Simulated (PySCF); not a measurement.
C$_{3}$H$_{8}$O, charge +1, doublet, at a GFN2-xTB geometry of the parent state (a state made from the parent by changing its charge; the spin is typed, not shown lowest); SVWN5/STO-3G in PySCF.

The PySCF input:
```python
from pyscf import gto, scf, dft

mol = gto.Mole()
mol.atom = '''
    O     0.022172   -0.706372   -0.008918
    C    -0.001910    0.703791    0.009063
    C     1.319408   -1.235776   -0.004276
    C    -1.449207    1.167504    0.002248
    H     0.515371    1.075025    0.908962
    H     0.531117    1.097999   -0.871671
    H     1.215575   -2.318745   -0.019167
    H     1.887160   -0.910900   -0.886220
    H     1.871403   -0.933890    0.895656
    H    -1.949854    0.799068   -0.888595
    H    -1.965443    0.776323    0.874298
    H    -1.492447    2.252984    0.015870
'''
mol.basis = 'sto-3g'
mol.charge = 1
mol.spin = 1
mol.verbose = 3
mol.build()

mf = dft.ROKS(mol)
mf.xc = 'lda,vwn'
mf.kernel()
mf.analyze()
```

Problem. Write the output that PySCF gives for this input, abridged.

Solution. 
```
converged SCF energy = -189.918951078485
**** MO energy ****
                Roothaan           | alpha              | beta
MO #1   energy= -18.8540454124251  | -18.8604390320252  | -18.8476517928251  occ= 2
MO #2   energy= -9.93920327666369  | -9.93954474223124  | -9.93886181109616  occ= 2
MO #3   energy= -9.92821926985793  | -9.92846465833842  | -9.92797388137742  occ= 2
MO #4   energy= -9.80506393846174  | -9.80516042912493  | -9.80496744779854  occ= 2
MO #5   energy= -1.26886786669234  | -1.28373724139728  | -1.2539984919874   occ= 2
MO #6   energy= -0.927362179425581 | -0.931082736258259 | -0.923641622592907 occ= 2
MO #7   energy= -0.831527217159263 | -0.835480987954929 | -0.827573446363598 occ= 2
MO #8   energy= -0.763951312022772 | -0.767384093023988 | -0.760518531021555 occ= 2
MO #9   energy= -0.696601048147871 | -0.702076126542425 | -0.691125969753317 occ= 2
MO #10  energy= -0.685893106354357 | -0.697375727002704 | -0.674410948619534 occ= 2
MO #11  energy= -0.632123150479744 | -0.635702448175471 | -0.628543852784023 occ= 2
MO #12  energy= -0.602927098917903 | -0.607281172827709 | -0.598573065831646 occ= 2
MO #13  energy= -0.535762510980599 | -0.538445964410366 | -0.533079057550834 occ= 2
MO #14  energy= -0.514403684768241 | -0.516459499324126 | -0.512347870212361 occ= 2
MO #15  energy= -0.498422746754468 | -0.502024353836319 | -0.494821785940726 occ= 2
MO #16  energy= -0.498385576878774 | -0.503887019080661 | -0.492884134683315 occ= 2
MO #17  energy= -0.468418332509369 | -0.496194831956966 | -0.440640641484931 occ= 1
MO #18  energy= -0.0798965028763945 | -0.0868656786508062 | -0.0729273271019798 occ= 0
MO #19  energy= 0.00813072094298706 | 0.00165515034148044 | 0.0146062915444897 occ= 0
MO #20  energy= 0.102733553982196  | 0.0973352987380948 | 0.108131795751221  occ= 0
MO #21  energy= 0.107192365751824  | 0.104211976131596  | 0.110172755372051  occ= 0
MO #22  energy= 0.126342372449066  | 0.121476258748601  | 0.131208463633811  occ= 0
MO #23  energy= 0.146597382748478  | 0.143724304582488  | 0.149470460914469  occ= 0
MO #24  energy= 0.153030498903781  | 0.149476972236207  | 0.156584025571357  occ= 0
MO #25  energy= 0.191472624104791  | 0.189500187010603  | 0.193445061198981  occ= 0
 ** Mulliken atomic charges  **
charge of    0O =      0.21109
charge of    1C =     -0.00336
charge of    2C =     -0.08495
charge of    3C =     -0.17960
charge of    4H =      0.14910
charge of    5H =      0.14910
charge of    6H =      0.13553
charge of    7H =      0.14839
charge of    8H =      0.14839
charge of    9H =      0.10698
charge of   10H =      0.10698
charge of   11H =      0.11235

WARN: System has nonzero charge 1; the dipole moment is origin-dependent.
Location of origin: [0. 0. 0.]

Dipole moment(X, Y, Z, Debye):  2.63698, -0.20464,  0.02068
```
